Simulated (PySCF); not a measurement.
Atomic charges against the basis set

Compound: P2H4.
Numbering: `[PH2:1][PH2:2]` (hydrogens: H3, H4 on P1; H5, H6 on P2)

PBE0 throughout (PySCF), one geometry, spherical d and f functions. One conformer (not necessarily the lowest) at the PBE0-D3(BJ)/def2-SVP geometry, without solvent, vibrations or thermal averaging. Atoms taken as equivalent share a column and are averaged.

Mulliken charges (e):

| basis | functions | P1/P2 | H3/H4/H5/H6 |
| --- | --- | --- | --- |
| pcSseg-0 | 34 | -0.231 | +0.116 |
| cc-pVDZ | 56 | -0.082 | +0.041 |
| aug-cc-pVDZ | 90 | -0.793 | +0.396 |
| cc-pVTZ | 124 | -0.092 | +0.046 |
| IGLO-III | 128 | +0.091 | -0.045 |
| pcSseg-3 | 284 | -0.008 | +0.004 |

IAO charges (e):

| basis | functions | P1/P2 | H3/H4/H5/H6 |
| --- | --- | --- | --- |
| pcSseg-0 | 34 | -0.061 | +0.030 |
| cc-pVDZ | 56 | +0.007 | -0.003 |
| aug-cc-pVDZ | 90 | 0.000 | 0.000 |
| cc-pVTZ | 124 | +0.009 | -0.005 |
| IGLO-III | 128 | +0.018 | -0.009 |
| pcSseg-3 | 284 | +0.016 | -0.008 |

Hirshfeld charges (e):

| basis | functions | P1/P2 | H3/H4/H5/H6 |
| --- | --- | --- | --- |
| pcSseg-0 | 34 | +0.020 | -0.010 |
| cc-pVDZ | 56 | +0.029 | -0.014 |
| aug-cc-pVDZ | 90 | +0.028 | -0.014 |
| cc-pVTZ | 124 | +0.027 | -0.014 |
| IGLO-III | 128 | +0.032 | -0.016 |
| pcSseg-3 | 284 | +0.029 | -0.014 |

ESP-fitted charges (e):

```csv
basis,functions,P1/P2,H3/H4/H5/H6
pcSseg-0,34,-0.398,+0.199
cc-pVDZ,56,-0.253,+0.126
aug-cc-pVDZ,90,-0.239,+0.120
cc-pVTZ,124,-0.235,+0.118
IGLO-III,128,-0.217,+0.109
pcSseg-3,284,-0.231,+0.115
```

**Question.** Which scheme is steadiest as the basis changes?

**Answer.** Largest range over the bases for any column: Hirshfeld 0.01 e, IAO 0.08 e, ESP-fitted 0.18 e, Mulliken 0.88 e. Hirshfeld charges move least and Mulliken charges most, counted in e.

**Question.** How much do the charges still move between the two largest bases, IGLO-III and pcSseg-3?

**Answer.** At most, over all atoms: Mulliken 0.099 e, IAO 0.002 e, Hirshfeld 0.003 e, ESP-fitted 0.014 e.

**Question.** What do the same runs give for the total energy and the frontier levels?

**Answer.** 
| basis | energy (Eh) | HOMO (eV) | LUMO (eV) |
| --- | --- | --- | --- |
| pcSseg-0 | -683.9982 | -6.91 | -0.18 |
| cc-pVDZ | -684.8334 | -6.84 | 0.05 |
| aug-cc-pVDZ | -684.8375 | -6.92 | -0.49 |
| cc-pVTZ | -684.8636 | -6.91 | -0.21 |
| IGLO-III | -684.8542 | -6.86 | -0.05 |
| pcSseg-3 | -684.8799 | -6.94 | -0.46 |
